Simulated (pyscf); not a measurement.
Structures and frequencies: ωB97X-D3(BJ)/def2-SVP in PySCF.

Question: PBE/def2-TZVP puts the barrier of H₃Ge–BiH₂ + H₂ → BiH₃ + GeH₄ (four-centre exchange; singlet surface; Bi–Ge, H–H broken, Bi–H, Ge–H formed) at 2.58 eV and the reaction energy at +0.38 eV, from the separated reactants. What do PBE0-D3(BJ)/def2-TZVP, M06-2X/def2-TZVP, ωB97M-D3(BJ)/def2-TZVP give on the same structures?

Answer: PBE0-D3(BJ): ΔE‡ = 2.82 eV, ΔE = +0.40 eV; M06-2X: ΔE‡ = 3.04 eV, ΔE = +0.42 eV; ωB97M-D3(BJ): ΔE‡ = 3.06 eV, ΔE = +0.30 eV. PBE's barrier lies under all of them, by 0.24 to 0.48 eV. Its reaction energy lies among theirs. Low barriers are usual for a GGA, whose delocalisation error favours stretched bonds. The same reactants have a lower exit, to GeH₃• + BiH₂• + H₂ (no saddle counted: cutting one bond costs +2.21 eV at ωB97M-D3(BJ)/def2-TZVP, against +3.06 eV here). This is the saddle that the search found; another between the same sides may lie lower. A restricted solution here is unstable towards spin polarisation, so biradical character is likely and single-reference numbers are less safe. Elements up to Kr have no core potential and no relativistic terms here. Elements past Kr carry the def2 core potentials, without spin-orbit coupling.
